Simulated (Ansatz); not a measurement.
# doublet PH₂: levels of theory in one basis

```xyz
3

H    -0.0400    0.3107   -1.0062
P    -0.0039   -0.6331    0.0365
H    -0.0030    0.3505    1.0726
```

Basis set: def2-SVP (spherical functions). Left uncorrelated: 5 orbitals. Correlation on ROHF uses semicanonical orbitals with singles. Charge 0, multiplicity 2.

Computed with Ansatz (development build ahead of 0.2.0); each method stands on the lowest determinant of its kind that the runs found.

```json
{"method": "ROHF", "E − E(ROHF) (eV)": "0.00", "<S²> of the determinant": "0.75"}
{"method": "UHF", "E − E(ROHF) (eV)": "-0.12", "<S²> of the determinant": "0.76"}
{"method": "ROHF-MP2", "E − E(ROHF) (eV)": "-3.00", "<S²> of the determinant": "–"}
{"method": "UHF-MP2", "E − E(ROHF) (eV)": "-2.99", "<S²> of the determinant": "0.76"}
```

Problem. What does ROHF-CCSD(T) give on the same scale?

Solution. -3.76 eV.

Problem. Is a single determinant a sound starting point here?

Solution. By this sign, yes. Unrestricted orbitals gain 0.12 eV and <S²> is 0.76 against 0.75 for a pure state.
